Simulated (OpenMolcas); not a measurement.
## BSiH5 (boranylsilane): the HOMO–LUMO gap, rung by rung

The species is BSiH5 (7 atoms), meant as a singlet with charge 0. SMILES: `B[SiH3]`. The shape is that of a PBE0-D4/def2-TZVP optimisation.

Each level gives the HOMO–LUMO gap (eV). The values are calculated.

```csv
level,kind,program,value (eV),CPU time
HF/def2-TZVP,Hartree–Fock,OpenMolcas,12.47,7.4 s
BLYP/def2-TZVP,GGA,OpenMolcas,3.80,29 s
PBE/def2-TZVP,GGA,OpenMolcas,3.74,27 s
TPSS/def2-TZVP,meta-GGA,OpenMolcas,4.16,30 s
B3LYP/def2-TZVP,global hybrid,OpenMolcas,5.58,23 s
BHLYP/def2-TZVP,global hybrid,OpenMolcas,8.22,21 s
M06-2X/def2-TZVP,hybrid meta-GGA,OpenMolcas,8.06,27 s
B2PLYP/def2-TZVP,double hybrid,OpenMolcas,8.47,16 s
```

The values span 3.74 to 12.47 eV. Orbital gaps aren't excitation energies, and those of double hybrids come from the SCF part alone; they tend to grow with the share of exact exchange. Times are those of the runs behind each value, whatever else they computed, on shared processors of several kinds: orders of magnitude only.
